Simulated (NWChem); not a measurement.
phosphine (PH3); SMILES P

Program: NWChem. Pople sets run with spherical d functions. Structure relaxed at the PBE-D3(BJ)/def2-SVP level. Solvent water, SMD (1 M gas to 1 M solution), gas-phase geometry. Reactions with the solvent are ignored.

Q: Predict the results for PBE0/6-311G**. Quantities: solvation free energy (kcal/mol); cavity-dispersion-structure term (kcal/mol); dipole in solution (D).

A: The solvation free energy (kcal/mol) is 0.9. The cavity-dispersion-structure term (kcal/mol) is 2.2 and the dipole in solution (D) comes out as 1.18.
